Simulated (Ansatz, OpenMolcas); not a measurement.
C2H5Cl (SMILES CCCl): from total energies to a heat of formation

C2H5Cl has 8 atoms, charge 0, and is taken as a singlet. As SMILES, `CCCl`. The coordinates come from a PBE0-D4/def2-TZVP relaxation.

```xyz
8

C    -0.4430    0.5858   -0.3110
C     0.2771   -0.6191    0.2371
Cl    1.8668   -0.1745    0.9235
H    -1.4093    0.2796   -0.7222
H     0.1351    1.0590   -1.1061
H    -0.6206    1.3250    0.4715
H     0.4750   -1.3610   -0.5357
H    -0.2810   -1.0947    1.0429
```

Total energies at HF/6-311+G** (OpenMolcas 26.06); the atoms run unrestricted:

| species | state | energy (Eh) |
| --- | --- | --- |
| C2H5Cl | singlet | -538.179966 |
| C | triplet | -37.689570 |
| Cl | doublet | -459.474232 |
| H | doublet | -0.499810 |

Harmonic wavenumbers at PBE0-D4/def2-TZVP, in cm⁻¹: 262, 333, 692, 787, 994, 1077, 1098, 1275, 1314, 1406, 1476, 1486, 1493, 3054, 3096, 3130, 3136, 3162.

Measured heats of formation of the gaseous atoms at 298.15 K, in kJ/mol: C 716.9, Cl 121.3, H 218.0. Spin-orbit lowering of the atoms at 298 K (mean of the ground term's levels less their thermal mean, from spectra), in kJ/mol: C 0.02, Cl 3.44. Take 1 Eh = 2625.50 kJ/mol, 1 cm⁻¹ = 0.0119627 kJ/mol, RT = 2.479 kJ/mol.

Q: Work out the heat of formation of the gas at 298 K.

A: 
1. Electronic atomisation energy: 2 × (-37.689570) + (-459.474232) + 5 × (-0.499810) − (-538.179966) = 0.827544 Eh = 2172.7 kJ/mol.
2. Zero-point energy: half the sum of the wavenumbers, 14635.5 cm⁻¹ = 175.1 kJ/mol.
3. Thermal vibrational enthalpy, Σ hcν̃/(exp(hcν̃/kT) − 1): 3.1 kJ/mol. Translation, rotation and pV of a non-linear molecule: 4 RT = 9.9 kJ/mol.
4. The 8 free atoms carry 5/2 RT each: 49.6 kJ/mol.
5. Spin-orbit coupling lowers the free atoms by 2 × 0.02 + 3.44 = 3.5 kJ/mol.
6. Atomisation enthalpy at 298 K: 2172.7 − 3.5 − 175.1 − 3.1 − 9.9 + 49.6 = 2030.7 kJ/mol.
7. Sum of the atoms' heats of formation: 2645.1 kJ/mol. Heat of formation: 2645.1 − 2030.7 = +614.4 kJ/mol.

The tabulated value is -111.2 kJ/mol (Active Thermochemical Tables), so this level is off by +725.6 kJ/mol, or 26.3 % of the atomisation enthalpy that the table implies (2756.3 kJ/mol). Hartree–Fock leaves out correlation, which is larger in the molecule than in the atoms, so it underbinds and puts the heat of formation too high. Anharmonicity and any spin-orbit splitting of the molecule are left out.
